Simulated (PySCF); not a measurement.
Method: B3LYP-D3(BJ)/def2-TZVP // PBE0-D4/def2-TZVP in PySCF 2.14.0. Gas-phase values, no solvent. B3LYP has the VWN-RPA correlation part, as in Gaussian. 

Reference species (SMILES): `[OH]` (neutral, multiplicity 2).

highest occupied spin orbital: -8.84 eV

Changed species: `[CH]=O` (radical fragment; the reference has radical fragment).

Predict the effect on the highest occupied spin orbital.

the highest occupied spin orbital increases by 2.70 eV, to -6.14 eV.
